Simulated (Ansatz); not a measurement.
Results of G0W0@HSE06 (plane waves, hard PAW, contour deformation; Ansatz, a quantum-chemistry and plane-wave program) for rock-salt PbS.

The cell has the measured lattice parameters. Conventional cell: a = 5.9390 Å, b = 5.9390 Å, c = 5.9390 Å, α = 90.00°, β = 90.00°, γ = 90.00°.

The quasiparticle gap at Γ at a fixed k mesh 4×4×4:

```csv
response cutoff,value (eV)
"150 eV, 401 empty bands",8.288
"200 eV, 618 empty bands",8.308
"250 eV, 864 empty bands",8.319
"300 eV, 1135 empty bands",8.326
```

Task: Taking the value to converge with the response cutoff E as E^(−3/2), extrapolate from the last two rows.

Result: With y = y∞ + c/w and weights w = 3953 and 5196 for the last two rows, y∞ = (w2 y2 − w1 y1)/(w2 − w1) = (5196 × 8.326 − 3953 × 8.319)/1243 = 8.348 eV, which lies 0.022 beyond the last row. Successive pairs of rows give 8.345, 8.347, 8.348. The limit also hangs on the law assumed, so its last digits aren't firm.

The other settings are not extrapolated, so this is the limit in one setting alone.

At the last cutoff the smallest gap on this mesh is 0.85 eV, with an edge away from Γ.

Spin–orbit coupling is not included; with these elements it can move the gap by several tenths of an eV or more.

Note: filled d or f shells below the valence bands can shift G0W0 gaps through exchange with them, which wasn't tested here. Note: GW on a hybrid start was not checked against another program.
